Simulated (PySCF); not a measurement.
Molfile (atoms numbered from 1):
```
C4H5NS
     RDKit          3D

 11 11  0  0  0  0  0  0  0  0999 V2000
   -1.7587   -0.1887    0.1591 C   0  0  0  0  0  0  0  0  0  0  0  0
   -0.2762   -0.1079    0.0428 C   0  0  0  0  0  0  0  0  0  0  0  0
    0.5024    0.9657   -0.3083 C   0  0  0  0  0  0  0  0  0  0  0  0
    1.8514    0.7619   -0.3275 N   0  0  0  0  0  0  0  0  0  0  0  0
    2.1342   -0.4568    0.0054 C   0  0  0  0  0  0  0  0  0  0  0  0
    0.7633   -1.4523    0.3675 S   0  0  0  0  0  0  0  0  0  0  0  0
   -2.0761   -0.4345    1.1847 H   0  0  0  0  0  0  0  0  0  0  0  0
   -2.1827   -0.9522   -0.5116 H   0  0  0  0  0  0  0  0  0  0  0  0
   -2.2030    0.7803   -0.1085 H   0  0  0  0  0  0  0  0  0  0  0  0
    0.0985    1.9472   -0.5662 H   0  0  0  0  0  0  0  0  0  0  0  0
    3.1470   -0.8627    0.0626 H   0  0  0  0  0  0  0  0  0  0  0  0
  1  2  1  0
  2  3  2  0
  3  4  1  0
  4  5  2  0
  5  6  1  0
  6  2  1  0
  1  7  1  0
  1  8  1  0
  1  9  1  0
  3 10  1  0
  5 11  1  0
M  END
```

Geometry: PBE0-D3(BJ)/def2-SVP; GIAO shifts from PySCF, gas phase, non-relativistic, averaged over equivalent atoms.

At PBE0/pcSseg-1 (134 basis functions, 12 s wall time on 1 thread of an Arm Neoverse V1, shared host):
| atoms | δ (ppm) |
| --- | --- |
| C5 | 156.4 |
| C3 | 145.9 |
| C2 | 142.1 |
| C1 | 14.2 |
| N4 | 367.5 |
| S6 | 277.7 |
| H11 | 8.23 |
| H10 | 7.61 |
| H7/H8/H9 | 2.51 |

Chemical shifts δ = σref − σ; $^{13}$C (σref 184.41), $^{1}$H (σref 31.27) vs TMS; $^{15}$N (σref 265.67) vs NH3; $^{33}$S (σref 495.66) vs CS2, all at this level.

Estimate the result of repeating the calculation with WP04/pcSseg-2.

## Answers


| atoms | δ at WP04/pcSseg-2 | change |
| --- | --- | --- |
| C5 | 165.3 | +8.9 |
| C3 | 151.1 | +5.2 |
| C2 | 151.4 | +9.3 |
| C1 | 16.6 | +2.4 |
| N4 | 365.3 | -2.2 |
| S6 | 314.6 | +36.9 |
| H11 | 8.36 | +0.13 |
| H10 | 7.45 | -0.16 |
| H7/H8/H9 | 2.48 | -0.03 |

Shifts are taken against calculated references (same method and geometry level): $^{13}$C (σ = 172.10 ppm) and $^{1}$H (σ = 31.61 ppm) against TMS; $^{15}$N (σ = 244.72 ppm) vs NH3; CS2 for $^{33}$S (σ = 468.55 ppm).

The largest change is at S6 (aromatic ring sulfur). Cost: 293 basis functions, 42 s wall time on 1 thread of an Arm Neoverse V1, shared host. The order of the carbon signals changes between the two levels.

Experimental scales use liquid or dissolved standards, which lie at an offset from isolated NH3 (liquid NH3: subtract about 20 ppm). Unscaled 15N shifts of sp2 nitrogen come out 20 to 40 ppm too high even then.
